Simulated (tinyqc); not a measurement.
Worked calculation (part 3 of 3): LCCD on RHF in the sto-3g basis, for CH3+, spin multiplicity 1. Computed by tinyqc, a small Python program that keeps every step (integrals from PySCF). Command: `OMP_NUM_THREADS=1 python tinyqc.py 30215 30216 out.jsonl` (the two numbers bound the seeds that draw the settings). One thread of a shared host (Intel(R) Xeon(R) Processor @ 2.60GHz), about 0.2 s of CPU time with the checks.

Geometry (angstrom):
```
atom          x          y         z
C      0.000000   0.000000  0.058000
H      1.215000   0.000000  0.000000
H     -0.607000   1.052000  0.000000
H     -0.607000  -1.052000  0.000000
```

## LCCD: convergence

E_corr = 1/4 sum <ij||ab> t_ij^ab; stop when the norm of the change is below 1e-8.

Course of the amplitude iterations:
```
update  correlation energy (hartree)  norm of the change
0                        -0.04969905                   -
1                        -0.06433092            9.41e-02
2                        -0.06930761            3.60e-02
3                        -0.07115376            1.52e-02
4                        -0.07188055            6.98e-03
5                        -0.07217944            3.43e-03
6                        -0.07230694            1.78e-03
7                        -0.07236321            9.62e-04
8                        -0.07238886            5.32e-04
9                        -0.07240094            2.99e-04
10                       -0.07240679            1.70e-04
11                       -0.07240971            9.69e-05
12                       -0.07241120            5.56e-05
13                       -0.07241198            3.20e-05
14                       -0.07241239            1.85e-05
15                       -0.07241261            1.07e-05
16                       -0.07241273            6.22e-06
17                       -0.07241280            3.61e-06
18                       -0.07241284            2.10e-06
19                       -0.07241286            1.22e-06
20                       -0.07241287            7.13e-07
21                       -0.07241288            4.16e-07
22                       -0.07241288            2.43e-07
23                       -0.07241288            1.42e-07
24                       -0.07241288            8.27e-08
25                       -0.07241288            4.83e-08
26                       -0.07241288            2.82e-08
27                       -0.07241288            1.65e-08
28                       -0.07241289            9.62e-09
```

Converged amplitudes (spin orbitals 1a, 1b, ...; amplitudes related by a flip of all spins are not repeated; the 24 largest):
```
from      to          t
4a 4b  7a 7b  -0.081349
3a 3b  8a 8b  -0.081309
2a 2b  5a 5b  -0.079735
4a 4b  6a 6b  -0.045976
3a 3b  6a 6b  -0.045876
2a 4b  6a 7b  -0.043847
2a 3b  6a 8b  -0.043832
3a 4b  7b 8a   0.033648
2a 2b  6a 6b  -0.033506
2a 4b  6b 7a   0.032352
2a 3b  6b 8a   0.032330
3a 4b  7a 8b  -0.029636
4a 4b  6a 7b  -0.022525
3a 3b  6a 7b   0.022478
3a 4b  6a 8b   0.022405
3a 4b  6b 8a  -0.022390
2a 2b  7a 7b  -0.021998
2a 2b  8a 8b  -0.021996
3a 3b  7a 7b  -0.018144
4a 4b  8a 8b  -0.018087
4a 4b  5a 5b  -0.015129
3a 3b  5a 5b  -0.015121
2a 3a  6a 8a  -0.011502
2a 4a  6a 7a  -0.011495
```

LCCD total energy = -38.83241786 hartree

Converged in 28 updates.
